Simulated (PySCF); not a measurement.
Compound: C₅H₉O (charge +1).
Structure used (GFN2-xTB), in Å, numbered top down from 1:
```xyz
15
C5H9O angstrom
C      0.137    1.422    0.347
C     -0.220    0.127   -0.359
C     -1.612   -0.357    0.009
C      0.804   -1.020    0.075
C      2.043   -0.774   -0.456
O      3.012   -0.496   -0.945
H     -0.554    2.201    0.032
H      1.143    1.758    0.106
H      0.048    1.321    1.426
H     -0.150    0.253   -1.442
H     -1.701   -0.533    1.078
H     -1.884   -1.264   -0.524
H     -2.331    0.413   -0.263
H      0.426   -1.989   -0.278
H      0.838   -1.052    1.172
```

Level of theory: TDDFT PBE0/def2-SVPD, vertical, gas phase, core orbitals frozen in the response in PySCF 2.14.0, density-fitted response routines.

Kohn–Sham orbitals with the atoms that hold most of them (Löwdin shares over 4%, at most four atoms; ? is withheld):

| orbital | ε (eV) | atoms |
| --- | --- | --- |
| LUMO+2 | -4.37 | C5 35%, C4 16%, O6 14%, H14 8% |
| LUMO+1 | -7.55 | C5 43%, O6 32%, C4 11%, H15 6% |
| LUMO | -7.57 | C5 42%, O6 32%, C4 11%, H14 6% |
| HOMO | -14.58 | ? |
| HOMO-1 | -14.62 | C1 22%, C3 21%, C2 19%, H8 10% |
| HOMO-2 | -14.90 | C1 18%, C3 18%, C2 15%, C4 13% |
| HOMO-3 | -15.40 | C1 26%, C3 24%, H7 12%, H13 12% |

Q: Which atoms hold the HOMO, and with what shares?

A: C3 (bonded to C and 3 H) 22%; C2 (bonded to 3 C and H) 21%; C1 (bonded to C and 3 H) 17%; H12 (bonded to C) 10%. By element: carbon 60% or more, hydrogen 10% or more.

Q: The HOMO–LUMO gap is 7.02 eV. Where does the response calculation put the lowest singlet, and from which orbitals?

A: S1 is at 5.78 eV (f = 0.0011), 1.24 eV below the gap, made of HOMO→LUMO (62%), HOMO→LUMO+1 (22%), HOMO-1→LUMO (9%). Without the coupling terms of the response equations the lowest excitation would equal the gap.

Next come S2 at 5.83 eV (f 0.0000), HOMO-1→LUMO (58%), HOMO-1→LUMO+1 (25%), HOMO→LUMO+1 (9%); S3 at 5.86 eV (f 0.0004), HOMO-1→LUMO+1 (33%), HOMO→LUMO+1 (30%), HOMO→LUMO (13%); S4 at 5.95 eV (f 0.0005), HOMO→LUMO+1 (34%), HOMO-1→LUMO+1 (30%), HOMO-1→LUMO (20%); S5 at 6.01 eV (f 0.0013), HOMO-2→LUMO (42%), HOMO-2→LUMO+1 (42%).

Löwdin shares depend on the basis, the more so with diffuse functions.

One conformer stands for the species.
